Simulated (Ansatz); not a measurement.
## CCSD(T) forces

B2H2F (SMILES B[B]F), doublet, displaced at random from a GFN2-xTB minimum.

B1  (-0.517, 0.252, -0.128)
B2  (0.782, -0.366, 0.321)
F3  (1.958, -0.858, 0.665)
H4  (-0.822, 1.382, -0.203)
H5  (-1.452, -0.462, -0.579)
(Å)

Ansatz 0.2.0; basis: def2-TZVPP; cores frozen in the correlated methods; orbitals are unrestricted.

CCSD(T) forces from the calculation:
```
atom      Fx      Fy  Fz (eV/Å)
  B1  -2.961  -0.363     -1.320
  B2   3.375  -1.152      1.001
  F3  -1.844   0.619     -0.474
  H4   0.340   0.592      0.244
  H5   1.090   0.305      0.550
```

**Question.** Which atom feels the largest CCSD(T) force, and how large is it?

**Answer.** B2, 3.70 eV/Å, along (0.91, -0.31, 0.27).

Root-mean-square difference of the force components from those of CCSD(T): PBE0-D4 0.136; wB97M-V 0.104; r2SCAN-D4 0.164; PBE-D4 0.280; B97M-V 0.194; HSE06-D4 0.136 eV/Å.

No T1 diagnostic of these runs exceeds 0.019. ⟨S²⟩ of the unrestricted Hartree–Fock references: 0.76 (a pure state has 0.75). These are differences at one structure, and CCSD(T) in triple zeta is itself an approximation.

For scale, one of the runs: CCSD(T)/def2-TZVPP forces, 121 basis functions (an equivalent command: `ansatz run in.yaml --threads 4`). Hardware: 4 CPU threads, shared host. Wall time 89 s; peak host memory 2.1 GiB.
